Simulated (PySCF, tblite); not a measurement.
**C₃H₅F₂ radical: geometry, infrared bands and EPR parameters**

Wanted: the infrared bands and EPR parameters of C₃H₅F₂ radical (`C[CH]C(F)F`), by calculation.

Computed with tblite 0.8.0 and PySCF 2.14.0, with density-fitted response routines of our own, on a single molecule in the gas phase. Atoms are numbered from 0 throughout.

## (1) The starting structure

10 atoms, charge 0, multiplicity 2; geometry from: force field or distance geometry start.

Bonds of the start (Å): C0–C1 1.49, C1–C2 1.46, C2–F3 1.36, C2–F4 1.36, C0–H5 1.10, C0–H6 1.09, C0–H7 1.09, C1–H8 1.09, C2–H9 1.10.

## (2) Optimising the geometry with GFN2-xTB

The job: settings as JSON, then the geometry in Å.

```
{"job": {"kind": "relax", "xc": "GFN2-xTB", "basis": "xTB"}, "charge": 0, "multiplicity": 2}
C      1.220200     0.501700     0.033600
C      0.187800    -0.568900     0.013100
C     -1.228500    -0.238200    -0.143500
F     -1.573400     0.855900     0.590200
F     -2.018700    -1.258500     0.295600
H      1.017300     1.230300    -0.763900
H      1.209900     1.026100     0.993700
H      2.213900     0.085800    -0.120500
H      0.467300    -1.595600     0.267500
H     -1.487000    -0.034000    -1.188300
```

Started as:

```bash
$ OMP_NUM_THREADS=1 python probes_run.py task.json out
```

The driver reads the jobs from task.json and runs them one after another.

Log:

```text
step      E/eV     max force
  0    -499.53293    1.287
  1    -499.55883    0.354
  2    -499.56306    0.163
  3    -499.56530    0.118
  4    -499.56659    0.107
  5    -499.56727    0.067
  6    -499.56752    0.036
  7    -499.56764    0.028
  8    -499.56772    0.025
  9    -499.56779    0.021
 10    -499.56786    0.030
 11    -499.56793    0.032
 12    -499.56800    0.024
 13    -499.56806    0.026
 14    -499.56814    0.032
 15    -499.56827    0.046
 16    -499.56849    0.054
 17    -499.56886    0.071
 18    -499.56948    0.108
 19    -499.57041    0.136
 20    -499.57184    0.180
 21    -499.57453    0.227
 22    -499.57703    0.174
 23    -499.57938    0.233
 24    -499.58305    0.126
 25    -499.58575    0.185
 26    -499.58763    0.098
 27    -499.58824    0.099
 28    -499.58903    0.109
 29    -499.58996    0.082
 30    -499.59042    0.061
 31    -499.59060    0.041
 32    -499.59076    0.047
 33    -499.59105    0.059
 34    -499.59145    0.065
 35    -499.59196    0.075
 36    -499.59249    0.068
 37    -499.59311    0.084
 38    -499.59370    0.105
 39    -499.59443    0.085
 40    -499.59481    0.081
 41    -499.59507    0.052
 42    -499.59526    0.050
 43    -499.59546    0.045
 44    -499.59555    0.021
 45    -499.59557    0.017
 46    -499.59561    0.017
 47    -499.59565    0.019
 48    -499.59568    0.015
 49    -499.59570    0.013
 50    -499.59572    0.011
 51    -499.59574    0.015
 52    -499.59578    0.012
 53    -499.59580    0.007
```

It took 0.18 s on 1 thread of Arm Neoverse V1, shared host.

The steps of the relaxation: (not every step is listed)

| step | energy from step 0 (eV) | largest force (eV/Å) |
| --- | --- | --- |
| 0 | 0.0000 | 1.2871 |
| 1 | -0.0259 | 0.3537 |
| 2 | -0.0301 | 0.1626 |
| 3 | -0.0324 | 0.1182 |
| 4 | -0.0337 | 0.1069 |
| 5 | -0.0343 | 0.0669 |
| 6 | -0.0346 | 0.0365 |
| 7 | -0.0347 | 0.0275 |
| 8 | -0.0348 | 0.0251 |
| 12 | -0.0351 | 0.0239 |
| 16 | -0.0356 | 0.0537 |
| 20 | -0.0389 | 0.1803 |
| 24 | -0.0501 | 0.1260 |
| 28 | -0.0561 | 0.1085 |
| 32 | -0.0578 | 0.0468 |
| 36 | -0.0596 | 0.0676 |
| 40 | -0.0619 | 0.0805 |
| 44 | -0.0626 | 0.0209 |
| 48 | -0.0627 | 0.0153 |
| 49 | -0.0628 | 0.0126 |
| 50 | -0.0628 | 0.0110 |
| 51 | -0.0628 | 0.0154 |
| 52 | -0.0628 | 0.0123 |
| 53 | -0.0629 | 0.0073 |

Distances of close pairs at the start and the end, largest changes first:

| bond | before (Å) | after (Å) | change (Å) |
| --- | --- | --- | --- |
| C2–F3 | 1.362 | 1.382 | +0.020 |
| C0–C1 | 1.487 | 1.470 | -0.018 |
| C1–H8 | 1.094 | 1.076 | -0.018 |
| C0–H5 | 1.099 | 1.088 | -0.011 |
| C1–C2 | 1.463 | 1.470 | +0.008 |
| C2–H9 | 1.096 | 1.102 | +0.006 |
| C0–H7 | 1.088 | 1.092 | +0.003 |
| C0–H6 | 1.094 | 1.097 | +0.003 |

The final coordinates are the input of the step that follows.

## (3) Harmonic vibrations with GFN2-xTB

The job: settings as JSON, then the geometry in Å.

```
{"job": {"kind": "ir", "xc": "GFN2-xTB", "basis": "xTB"}, "charge": 0, "multiplicity": 2}
C      1.254787     0.455528    -0.093438
C      0.164204    -0.456651     0.278444
C     -1.229404    -0.220564    -0.126860
F     -1.972877     0.353275     0.887056
F     -1.877667    -1.386287    -0.401261
H      0.966122     1.112948    -0.910652
H      1.546378     1.081940     0.758415
H      2.147094    -0.107538    -0.373390
H      0.346035    -1.269658     0.959972
H     -1.335791     0.441662    -1.000814
```

Log:

```text
mode    cm-1     km/mol
  1      26.7      0.91
  2      58.6      2.91
  3     283.2      2.63
  4     347.8      3.35
  5     412.7     23.64
  6     519.8     15.96
  7     564.3     17.59
  8     877.5    205.80
  9     910.9     34.06
 10     972.1      5.07
 11    1024.6    160.33
 12    1119.7     13.91
 13    1163.9      5.40
 14    1238.2     10.18
 15    1244.1     19.83
 16    1361.2      2.86
 17    1384.6     24.93
 18    1437.8      8.34
 19    1464.7     12.59
 20    2876.2     37.18
 21    2897.1      5.69
 22    2978.6      8.46
 23    3034.0     19.76
 24    3127.9     10.68
```

Run time: 0.15 s. Hardware: 1 thread of Arm Neoverse V1, shared host.

Which atoms move in the most intense modes:

| cm⁻¹ | km/mol | atoms |
| --- | --- | --- |
| 413 | 23.6 | F4 36 %, F3 28 %, C0 12 %, C1 11 % |
| 878 | 205.8 | C2 63 %, F3 30 % |
| 911 | 34.1 | H7 20 %, C2 19 %, H5 15 %, C0 12 % |
| 1025 | 160.3 | C2 53 %, F4 26 % |
| 1244 | 19.8 | H9 71 %, C1 11 % |
| 1385 | 24.9 | H6 34 %, H7 30 %, H5 20 %, C0 16 % |
| 2876 | 37.2 | H9 93 % |
| 3034 | 19.8 | H5 92 % |

## (4) g tensor and hyperfine couplings: B3LYP/pcH-1

Settings changed since step 3:

```diff
@@ -1,2 +1,2 @@
-{"job": {"kind": "ir", "xc": "GFN2-xTB", "basis": "xTB"}, "charge": 0, "multiplicity": 2}
+{"job": {"kind": "epr", "basis": "pcH-1"}, "charge": 0, "multiplicity": 2}
 C      1.254787     0.455528    -0.093438
```

Level: UKS B3LYP, pcH-1 on C F H, non-relativistic, mean-field spin-orbit, GIAO.

Log:

```text
UKS, coarse grid
  cycle   1  E = -316.88786567  |g| = 5.19e-01
  cycle   2  E = -316.78551732  |g| = 8.05e-01
  cycle   3  E = -316.97543016  |g| = 5.19e-02
  cycle   4  E = -316.97629320  |g| = 3.00e-02
  cycle   5  E = -316.97671191  |g| = 5.09e-03
  cycle   6  E = -316.97672330  |g| = 3.12e-03
  cycle   7  E = -316.97672618  |g| = 1.07e-03
  cycle   8  E = -316.97672699  |g| = 4.53e-04
UKS, final grid
  cycle   1  E = -316.97669327  |g| = 5.07e-04
  cycle   2  E = -316.97669321  |g| = 6.92e-04
  cycle   3  E = -316.97669336  |g| = 8.95e-05
  cycle   4  E = -316.97669337  |g| = 1.33e-05
E = -316.97669337 Eh   <S^2> = 0.7536 (exact 0.7500)
g shifts (ppm)      1          2          3
  rmc          -165       -165       -165
  gc             45         29         39
  oz_so        -145        -14        608
  total        -266       -151        481
hyperfine (MHz)  atom isotope    a_iso     a_fc   dipolar eigenvalues
    0   13C     -34.01     -34.01     -2.98      0.92      2.06
    1   13C      90.26      90.26    -80.50    -79.67    160.18
    2   13C     -31.22     -31.22     -3.19      1.19      2.00
    3   19F     228.17     228.17   -102.45    -96.65    199.10
    4   19F      72.47      72.47    -53.65    -47.17    100.82
    5    1H      10.11      10.11     -4.60     -4.06      8.66
    6    1H     155.54     155.54     -5.88     -3.06      8.94
    7    1H      88.59      88.59     -5.21     -4.18      9.39
    8    1H     -60.75     -60.75    -37.42     -1.82     39.24
    9    1H       5.80       5.80     -6.64     -3.55     10.19
```

Run time: 17 s. Hardware: 1 thread of Arm Neoverse V1, shared host; peak memory 0.68 GiB.

Principal g values 2.00205, 2.00217, 2.00280; g(iso) = 2.00234, against 2.00232 for a free electron.

Mean a(iso) over the nuclei that a row names, and the largest dipolar term of the row (other rows stand at the frozen geometry):

| nuclei | isotope | a(iso) (MHz) | a(iso) (G, at g = 2.0023) | largest dipolar term (MHz) |
| --- | --- | --- | --- | --- |
| F3, F4 | 19F | 150.3 | 53.6 | 199.1 |
| C1 | 13C | 90.3 | 32.2 | 160.2 |
| H5, H6, H7 | 1H | 84.7 | 30.2 | 9.4 |
| H8 | 1H | -60.8 | -21.7 | 39.2 |
| C0 | 13C | -34.0 | -12.1 | -3.0 |
| C2 | 13C | -31.2 | -11.1 | -3.2 |
| H9 | 1H | 5.8 | 2.1 | 10.2 |

Mulliken spin populations:

| atom | value (e) |
| --- | --- |
| C0 | -0.08 |
| C1 | 0.99 |
| C2 | -0.03 |
| F3 | 0.04 |
| F4 | 0.02 |
| H5 | 0.00 |
| H6 | 0.06 |
| H7 | 0.03 |
| H8 | -0.04 |
| H9 | 0.00 |

In first order the couplings over 0.8 MHz of 19F, 1H give 48 distinct lines over 221.7 G, if the averaged nuclei exchange fast; the same motion can average rows kept apart here too.

Orbitals, density, ELF and potential are computed afterwards from the orbital file.

ELF in a plane through or near 5 of the atoms.

Ten even steps from '0' (0.00) to '9' (1.00):
```
0000000000000000000000000000
0000000000000000000000000000
0000000000000000000000000000
0000000000000000000000000000
0000000014430000453100000000
0000000269993004999300000000
0000000389996007999400000000
0000000379997117999300000000
0000000258884114887200000000
0000002451537557171311000000
0000025784378239734555320000
0000135775465225522566420000
0000013541127897100454310000
0000000100039999300122100000
0000000000049999500000000000
0000000000028999300000000000
0000000000002442000000000000
0000000000000000000000000000
0000000000000000000000000000
0000000000000000000000000000
```
The map spans 9.6 Å across and 8.5 Å up, centred on the molecule. Atoms in the plane (x, y in Å): C0 (-1.3, 0.1), C1 (0.0, -0.6), C2 (1.2, 0.2), H5 (-1.2, 1.2), H8 (0.0, -1.6).

On the surface of density 0.002 e/bohr³ the electrostatic potential runs, from the 1st to the 99th percentile, from -1.08 V near F3 to 1.23 V near H9.

The spin density lies nearest to C1 66 %; H8 9 %; H6 6 %.

## (5) What came out

```
                                                                  quantity                     value
                                 strongest single infrared mode (GFN2-xTB)      878 cm⁻¹, 206 km/mol
                                              zero-point energy (GFN2-xTB)             44.8 kcal/mol
                                                            g(iso) (B3LYP)                   2.00234
                                                                      ⟨S²⟩        0.754 (exact 0.75)
                                        largest a(iso) (averaged by class)  19F on F3, F4, 150.3 MHz
potential on the surface of density 0.002 e/bohr³, 1st and 99th percentile        -1.08 V and 1.23 V
```

The optimisation took 53 steps and gained 0.063 eV; among the close pairs (by a distance rule), C2–F3 changed most, from 1.362 to 1.382 Å. No mode is imaginary among the 24: a minimum at this level. The strongest single mode, at 878 cm⁻¹, moves mainly C2. GFN2-xTB is a fitted tight-binding method: band positions and strengths are rough. Its intensities can rank the bands wrongly. C1 carries the largest spin population, 0.99 e. The isotropic g lies 0.0 ppt above the free-electron value. These values are for one conformer; the search (at its own cheap level) found 1 more, at 0.07 kcal/mol, and measured spectra average over such forms.
